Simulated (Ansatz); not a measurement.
**hcp Re**

The numbers are results of LDA (Ansatz, a first-principles code, plane waves, PAW), not measurements.

Numerical settings: plane-wave cutoff 500 eV, 20×12×1 k mesh (along the axes of the cell as run), Fermi–Dirac smearing 0.1 eV, scalar-relativistic PAW data made under PBE.

Cell: relaxed at this level.

* **surface energy of the (10-10) face**: 3.41 J/m²
* **work function of the (10-10) face**: 4.99 eV

The slab of 12 atoms is relaxed and unreconstructed.

Spin–orbit coupling is not included.
